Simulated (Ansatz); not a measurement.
```yaml
crystal:
  periodic: [false, false, false]
  atoms:
    - {symbol: C, position_ang: [-0.358797, -1.453358, 0.681920]}
    - {symbol: C, position_ang: [0.144939, -0.087417, 0.016732]}
    - {symbol: C, position_ang: [1.713279, 0.103375, 0.273319]}
    - {symbol: C, position_ang: [-0.142315, -0.109934, -1.559358]}
    - {symbol: C, position_ang: [-0.615207, 1.157188, 0.692688]}
    - {symbol: O, position_ang: [-2.089171, 1.127789, 0.549234]}
    - {symbol: H, position_ang: [-0.107597, -1.480308, 1.802186]}
    - {symbol: H, position_ang: [-1.494476, -1.564633, 0.573507]}
    - {symbol: H, position_ang: [0.143189, -2.358945, 0.185862]}
    - {symbol: H, position_ang: [2.101173, 1.072178, -0.206905]}
    - {symbol: H, position_ang: [2.307893, -0.771177, -0.172705]}
    - {symbol: H, position_ang: [1.946404, 0.147446, 1.397073]}
    - {symbol: H, position_ang: [0.170589, 0.879117, -2.054503]}
    - {symbol: H, position_ang: [-1.253784, -0.293377, -1.783812]}
    - {symbol: H, position_ang: [0.445309, -0.954800, -2.067313]}
    - {symbol: H, position_ang: [-0.181717, 2.139978, 0.267563]}
    - {symbol: H, position_ang: [-0.412127, 1.154896, 1.823214]}
    - {symbol: H, position_ang: [-2.317571, 1.291984, -0.418703]}
basis:
  gaussian: {orbitals: cc-pVTZ-DK, point_charges: [{charge: 1.00, position_ang: [6.803, 0.651, -0.037]}]}
magnetization: {spin_polarized: true, initial_magnetization: 0}
hamiltonian: {xc: {name: HSE06}}
accuracy: high
output: {forces: true}
```

```sh
$ ansatz run in.yaml --threads 2 --pin off --events-out ev --progress --plain --max-ram 22528MiB --backend cuda --devices 0, --max-vram 18GiB
```

Shortened log:

```
Functional definition: HSE06
6511 factors; integrals over basis functions are off by at most 2.3e-8 eV
132 factors; integrals over basis functions are off by at most 1.2e-9 eV
mean field evaluation 1: about -7411.8458 eV, gradient 5.2e1 eV
mean field evaluation 2: about -7401.0779 eV, gradient 6.9e1 eV
mean field evaluation 4: about -7423.9362 eV, gradient 3.6e0 eV
mean field evaluation 8: about -7424.0485 eV, gradient 3.1e-1 eV
mean field evaluation 16: about -7424.0488 eV, gradient 2.5e-5 eV
mean field -7424.04882259 eV, -272.8287620293 hartree, gradient 3.8e-8 eV, S^2 0.000000; 0 other end points of the search recorded, 0 dependent functions left out
reference -7424.04882703 eV, -272.8287621923 hartree; 25, 25 occupied and 323, 323 virtual orbitals, 6511 factors
Total energy: -7424.04882703 eV, -272.8287621923 hartree
Relativity: scalar
Atom 0 at    -0.358797    -1.453358     0.681920 Å, force     0.074808     0.080343    -0.028299 eV/Å
Atom 1 at     0.144939    -0.087417     0.016732 Å, force    -0.191652    -0.032938    -0.051726 eV/Å
Atom 2 at     1.713279     0.103375     0.273319 Å, force    -0.016302    -0.013670     0.033431 eV/Å
Atom 3 at    -0.142315    -0.109934    -1.559358 Å, force     0.081570    -0.040479     0.068841 eV/Å
Atom 4 at    -0.615207     1.157188     0.692688 Å, force    -0.244853     0.021487    -0.088835 eV/Å
Atom 5 at    -2.089171     1.127789     0.549234 Å, force     1.712199     0.248233    -1.653658 eV/Å
Atom 6 at    -0.107597    -1.480308     1.802186 Å, force    -0.346762     0.082737    -1.577264 eV/Å
Atom 7 at    -1.494476    -1.564633     0.573507 Å, force     1.643636     0.242266     0.129515 eV/Å
Atom 8 at     0.143189    -2.358945     0.185862 Å, force    -0.694101     1.294943     0.663019 eV/Å
Atom 9 at     2.101173     1.072178    -0.206905 Å, force    -0.616486    -1.272541     0.623042 eV/Å
Atom 10 at     2.307893    -0.771177    -0.172705 Å, force    -0.892657     1.129023     0.578548 eV/Å
Atom 11 at     1.946404     0.147446     1.397073 Å, force    -0.393023    -0.067152    -1.531828 eV/Å
Atom 12 at     0.170589     0.879117    -2.054503 Å, force    -0.448574    -1.361832     0.731100 eV/Å
Atom 13 at    -1.253784    -0.293377    -1.783812 Å, force     1.592780     0.275976     0.395637 eV/Å
Atom 14 at     0.445309    -0.954800    -2.067313 Å, force    -0.816684     1.158596     0.749125 eV/Å
Atom 15 at    -0.181717     2.139978     0.267563 Å, force    -0.666060    -1.376641     0.539375 eV/Å
Atom 16 at    -0.412127     1.154896     1.823214 Å, force    -0.419417    -0.043902    -1.615762 eV/Å
Atom 17 at    -2.317571     1.291984    -0.418703 Å, force     0.671070    -0.319997     2.030412 eV/Å
Dipole moment:    -0.029024    -0.005094    -0.248089 e Å
```

It took 18 s on 2 threads of an AMD EPYC 7R13 on a shared host and a share of an NVIDIA H100 80 GB, with 1.6 GiB of host memory at the peak.
